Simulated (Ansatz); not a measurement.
Process, species as SMILES: COC [methoxymethane] + H+ -> C[OH+]C
Geometries: B3LYP-D3(BJ)/def2-TZVP minima from Ansatz (a program for electronic structure).

Property: proton affinity (electronic energy difference), positive where the reaction releases energy, in kcal/mol. Cores are frozen in the correlated levels unless marked. No spin-orbit coupling. Non-relativistic. CBS marks a two-point X^-3 extrapolation of the correlation energy; Hartree-Fock from the larger set. [CCSD(T)-MP2]/basis is that difference in the basis named.

```
level                           program  proton affinity (kcal/mol)
-----------------------  --------------  --------------------------
PBE0/STO-3G                      Ansatz                       240.2
PBE0/def2-QZVPP                  Ansatz                       195.9
BHLYP-D3(BJ)/def2-TZVPD  Ansatz + dftd3                       197.6
wB97X-V/def2-TZVPD               Ansatz                       196.2
B2PLYP-D4/def2-TZVPD     Ansatz + dftd4                       194.7
MP2/6-31G                        Ansatz                       203.0
```

Problem. What does RI-MP2/CBS(cc-pVTZ,cc-pVQZ)+[CCSD(T)-MP2]/cc-pVTZ (Ansatz) give?

Solution. 196.5 kcal/mol, so MP2/6-31G differs from it by 6.5 kcal/mol.
